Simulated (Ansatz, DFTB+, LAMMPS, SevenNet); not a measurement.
## Ladder of methods for the elastic constant C11 of fcc Rh

Reference value: 413 GPa (measured, temperature not stated, no zero-point or thermal correction; as tabulated in Mehl and Papaconstantopoulos (1996), arXiv:mtrl-th/9602003).

| level (code) | value (GPa) | cell (Å³/atom) |
|---|---|---|
| MEAM library.meam-Rh (LAMMPS) | 423 | 13.72 |
| GFN1-xTB (DFTB+) | 308 | 14.34 |
| SevenNet-l3i5 (SevenNet) | 348 | 14.24 |
| LDA (Ansatz) | ? | 13.22 |
| PBE (Ansatz) | 412 | 14.04 |
| PBEsol (Ansatz) | ? | 13.50 |
| r²SCAN (Ansatz) | 447 | 13.72 |

Problem. What belongs in the gaps?

Solution. 
- LDA (Ansatz, an electronic-structure program), value (GPa): 502
- PBEsol (Ansatz), value (GPa): 471

Differences against the reference: MEAM library.meam-Rh +2.4 %, GFN1-xTB -25 %, SevenNet-l3i5 -15.7 %, LDA +22 %, PBE -0.2 %, PBEsol +14.0 %, r²SCAN +8.2 %.

Leaving aside MEAM library.meam-Rh, which can be fitted to such values or carry a doubt: The reference's temperature isn't stated, so close values are not ranked against it. Off by more than 25 % (a bound picked here): GFN1-xTB (-25 %).

The reference has no zero-point or thermal correction, while the calculations are for a static lattice, so the differences are not the levels' errors alone. A static lattice is as a rule stiffer than a warm one, by over a tenth in soft solids.  GFN1-xTB: the method was fitted mainly to molecules. Each level is taken at its own relaxed cell. Cutoffs differ between the levels. Ansatz's density-functional and Hartree–Fock values are scalar-relativistic unless marked +SOC, with PAW data made under PBE.

Empirical potentials (MEAM library.meam-Rh) are fitted to chosen data, which need not cover the solid at hand: agreement can be built in, and what lay outside the fit can be far off. Machine-learned potentials (SevenNet-l3i5) are trained on DFT data, which may include these solids.

Differences are worked out from the printed values.
